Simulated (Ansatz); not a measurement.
For bcc Mo, BLYP (PAW; Ansatz, an electronic-structure program) gives:

- lattice parameter a: 3.202 Å
- bulk modulus B0: 234 GPa

What does B3LYP (VWN-RPA form) (PAW; Ansatz) give for the same quantities?


- lattice constant a: 3.174 Å (drops by 0.9 %)
- bulk modulus: 264 GPa (rises by 13 %)

For comparison: lattice constant a 3.141 Å (measured, static lattice: zero-point anharmonic expansion removed; as tabulated in Mejia-Rodriguez and Trickey (2018), arXiv:1807.09216); bulk modulus 265 GPa (measured, zero-point energy and finite temperature contributions removed, our sources range from 265 to 278; as tabulated in doi:10.1021/acs.jctc.3c00612).

Changes are worked out from the printed values.

Unless a cell is named, each level is at its own relaxed cell (BLYP 16.41, B3LYP (VWN-RPA form) 15.99 Å³/atom).

Ansatz's density-functional and Hartree–Fock values are scalar-relativistic unless marked +SOC, with PAW data made under PBE.
